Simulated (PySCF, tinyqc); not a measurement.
RKS/B3LYP (VWN-RPA form) in the sto-3g basis, for CH2, spin multiplicity 1, step by step. The lowest restricted solution is unstable here: a spin-polarised one lies 0.0212 hartree lower (PySCF). One step of it, computed by the program tinyqc.

Question. Orthogonalisation. S = U s U^T; canonical form X = U s^(-1/2), so that X^T S X = 1. Each column of U has its largest component positive (the first on a tie).

overlap S, order 1C 1s, 1C 2s, 1C 2px, 1C 2py, 1C 2pz, 2H 1s, 3H 1s:
$$\begin{pmatrix}
1.000000 & 0.248362 & 0.000000 & 0.000000 & 0.000000 & 0.038828 & 0.039750 \\
0.248362 & 1.000000 & 0.000000 & 0.000000 & 0.000000 & 0.380313 & 0.385506 \\
0.000000 & 0.000000 & 1.000000 & 0.000000 & 0.000000 & 0.000000 & 0.000000 \\
0.000000 & 0.000000 & 0.000000 & 1.000000 & 0.000000 & 0.337879 & -0.341293 \\
0.000000 & 0.000000 & 0.000000 & 0.000000 & 1.000000 & 0.197046 & 0.199113 \\
0.038828 & 0.380313 & 0.000000 & 0.337879 & 0.197046 & 1.000000 & 0.081177 \\
0.039750 & 0.385506 & 0.000000 & -0.341293 & 0.199113 & 0.081177 & 1.000000
\end{pmatrix}$$

Give: eigenvalues of S; X.

Answer.

eigenvalues of S: [0.402, 0.478, 0.879, 1.000, 1.095, 1.441, 1.706]

X, order 1C 1s, 1C 2s, 1C 2px, 1C 2py, 1C 2pz, 2H 1s, 3H 1s:
$$\begin{pmatrix}
-0.345 & -0.016 & 0.750 & 0.000 & -0.592 & 0.003 & 0.208 \\
1.058 & 0.039 & -0.304 & 0.000 & -0.276 & 0.006 & 0.475 \\
0.000 & 0.000 & 0.000 & 1.000 & 0.000 & 0.000 & 0.000 \\
-0.043 & 0.978 & 0.001 & 0.000 & -0.001 & 0.613 & -0.006 \\
0.473 & 0.017 & 0.638 & 0.000 & 0.661 & 0.003 & 0.208 \\
-0.681 & -0.779 & -0.196 & 0.000 & 0.159 & 0.403 & 0.365 \\
-0.749 & 0.726 & -0.194 & 0.000 & 0.157 & -0.394 & 0.375
\end{pmatrix}$$
